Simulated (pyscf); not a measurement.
Structures and frequencies: ωB97X-D3(BJ)/def2-SVP in PySCF.

Question: For the elementary gas-phase step `[O]1[SiH2][O][SiH2]1` + `[F][CH2][F]` -> `[F][SiH]1[O][SiH2][O]1` + `[CH3][F]` (singlet surface; H–Si, C–F broken, F–Si, C–H formed), what barrier and reaction energy does ωB97M-D3(BJ)/def2-TZVP give, measured from the separated reactants?

Answer: ΔE‡ = 58.1 kcal/mol, ΔE = -49.7 kcal/mol. Zero-point energy shifts the barrier by -0.5 kcal/mol. It is a four-centre exchange, with an imaginary mode of 647i cm⁻¹. On the reactant side the descent ends in an adduct with a Si–Si contact (not fully relaxed), 4.4 kcal/mol under the separated species and 64.2 kcal/mol under the saddle at ωB97X-D3(BJ)/def2-TZVP. On the product side the descent ends in an adduct with a Si–Si contact (not fully relaxed), 2.6 kcal/mol under the separated species and 111.1 kcal/mol under the saddle at ωB97X-D3(BJ)/def2-TZVP. cyclic H₄O₂Si₂ (SMILES O1[SiH2]O[SiH2]1) is closed by a dative Si–Si contact. cyclic H₃FO₂Si₂ (SMILES F[SiH]1O[SiH2]O1) is closed by a dative Si–Si contact. One saddle was located; it need not be the lowest between these sides.
